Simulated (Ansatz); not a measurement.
**2H WS2**

Method: LDA (PAW; Ansatz, an electronic-structure program).

Numerical settings: plane-wave cutoff 520 eV, 12×12×4 k mesh (along the axes of the cell as run), Fermi–Dirac smearing 0.01 eV, no spin polarisation, scalar-relativistic PAW data made under PBE.

Cell: relaxed at this level.

* **volume per atom**: 17.16 Å³/atom
* **bulk modulus**: 42.2 GPa
* **lattice constant a**: 3.127 Å
* **c axis length**: 12.158 Å
* **band gap**: 0.83 eV
* **smallest direct gap on the k points sampled**: 1.88 eV
* **Γ–Γ gap**: 2.31 eV

Measured, for comparison: bulk modulus 61 ± 1 GPa (room temperature, no zero-point or thermal correction; as tabulated in High pressure x-ray diffraction study of tungsten disulfide, J. Phys. Chem. …); lattice constant a 3.153 Å, lattice parameter c 12.323 Å (300 K, no zero-point or thermal correction; as tabulated in arXiv:1605.07067). Computed (rounded) less measured: bulk modulus -31 %, lattice constant a -0.8 %, lattice parameter c -1.3 %. A static lattice is as a rule a little smaller and stiffer than an uncorrected measurement, which narrows the difference in the lattice constant a, lattice parameter c and would widen misses of the other sign.

Note: the bulk modulus comes from volumes at which shape and atoms were relaxed.

Spin–orbit coupling is not included.

The computed numbers hold no vibrational or temperature effects.

Computing time: very roughly 4 core-minutes.
